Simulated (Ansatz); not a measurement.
A made-up structure of C₃H₅, doublet:

```csv
atom,x (Å),y (Å),z (Å)
C1,-0.4571,0.9592,-0.6233
C2,0.3429,0.2330,0.2319
C3,0.2206,-1.1199,0.4633
H4,-1.2558,0.4809,-1.1794
H5,-0.3141,2.0223,-0.7655
H6,1.1283,0.7664,0.7629
H7,-0.5440,-1.7035,-0.0376
H8,0.9735,-0.6112,0.3477
```

It is relaxed with PBE-D4/def2-SVP and then PBE0-D4/def2-TZVP (Ansatz 0.2.0). Atoms count as bonded within 1.22 times the sum of their covalent radii (H–H: 0.88 Å). The end point is not checked to be a true minimum.

**Question.** Does its bonding change? (Judge from chemistry; the calculation decides.)

**Answer.** By the calculation: Yes. Formed: none; broken: C2–H8.

Where it ends: The first stage lowers the energy by 5.85 eV in 10 steps. It ends as C₃H₅ ([CH2][CH][CH2]):
C1  (-0.583, 1.067, -0.632)
C2  (0.356, 0.381, 0.108)
C3  (0.369, -0.985, 0.288)
H4  (-1.392, 0.543, -1.128)
H5  (-0.543, 2.143, -0.739)
H6  (1.144, 0.960, 0.584)
H7  (-0.391, -1.613, -0.162)
H8  (1.134, -1.469, 0.881)
(Å)

Labels in which every atom is bracketed show which atoms are joined, not bond orders.

For scale, one of the runs: PBE0-D4/def2-TZVP relaxation, 123 basis functions, launched by `ansatz run in.yaml --threads 2 --pin off --events-out ev --progress --plain --max-ram 4352MiB`. The run took about 15 s on 2 CPU threads of an Arm Neoverse V2 (shared host).
